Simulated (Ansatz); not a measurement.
`O=NF`. Charge 0, multiplicity 1.

Z-matrix (Å, degrees):
```
N
O 1 1.127
F 1 1.483 2 110.4
```

(1) Give the diagnostics of a CCSD(T)/def2-TZVPP run (frozen core, the Gaussian-basis code of Ansatz). (Estimate.)

Results:

(1) Ansatz gave: T1 = 0.0209, largest single amplitude 0.043, largest double 0.084, (T) share of the correlation energy 4.5 %, 13 CCSD cycles. The RHF solution is stable towards an unrestricted one. T1 lies over the customary mark of 0.02 for closed shells.
